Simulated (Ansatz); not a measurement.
Four-centre ligand exchange

Start structure (Si₂H₇F, closed shell), relaxed at PBE0-D4/def2-TZVP:

```
10
angstrom
Si -1.3952 0.9198 -1.3654
F -0.1950 1.9433 -1.0986
H -1.4705 0.6590 -2.8219
H -2.6510 1.5359 -0.8770
H -1.1116 -0.3343 -0.6280
H 1.5359 0.4530 0.8840
Si 1.3660 -0.9425 1.3580
H 0.0716 -1.0693 2.0752
H 1.3741 -1.8667 0.1954
H 2.4758 -1.2983 2.2783
```

The step: SiH₃F ([F][SiH3]) + SiH₄ → Si₂H₆ ([SiH3][SiH3]) + HF; bonds formed: Si1–Si7, F2–H6; bonds broken: Si1–F2, H6–Si7. Ansatz 0.2.0; basis: def2-TZVPP and def2-QZVPP; cores frozen in the correlated methods. Extrapolation: Hartree–Fock as exp(−7.88 √X), correlation as X^−2.97. Energies below are by CCSD(T) at an estimated basis limit (MP2 extrapolated from triple and quadruple zeta, plus CCSD(T) − MP2 in triple zeta).

Q: What are the electronic barrier and the energy of the step, from the start structure to the end structure? (Judge from chemistry; the value comes from the calculation.)

A: By the calculation: Barrier 288.6 kJ/mol; step energy 120.0 kJ/mol (uphill); reverse barrier, their difference, 168.6 kJ/mol. Barrier and step energy count from the start structure, the reverse barrier from the end structure.

The saddle point: One imaginary mode of 1141i cm⁻¹.
| pair | start (Å) | saddle (Å) | end (Å) |
| --- | --- | --- | --- |
| Si1–Si7 | 4.30 | 2.57 | 2.34 |
| F2–H6 | 3.02 | 1.19 | 0.93 |
| Si1–F2 | 1.60 | 1.96 | 3.44 |
| H6–Si7 | 1.48 | 1.82 | 2.78 |

Zero-point energy (harmonic, PBE0-D4): ZPE is 154.8 kJ/mol at the start and 151.2 kJ/mol at the saddle, so the barrier goes from 288.6 to 285.0 kJ/mol.

No T1 diagnostic of these runs exceeds 0.015. The start structure is not quite a true minimum (one mode of 38i cm⁻¹).

Labels in which every atom is bracketed show which atoms are joined, not bond orders.

For scale, one of the runs: CCSD(T)/def2-TZVPP, 213 basis functions, launched by `ansatz run in.yaml --threads 4 --pin off --events-out ev --progress --plain --max-ram 9574MiB`. Time: 17 s of wall clock on 4 CPU threads of a Oxide Virtual Turin-like; the host was shared. Peak host memory: 2.8 GiB.
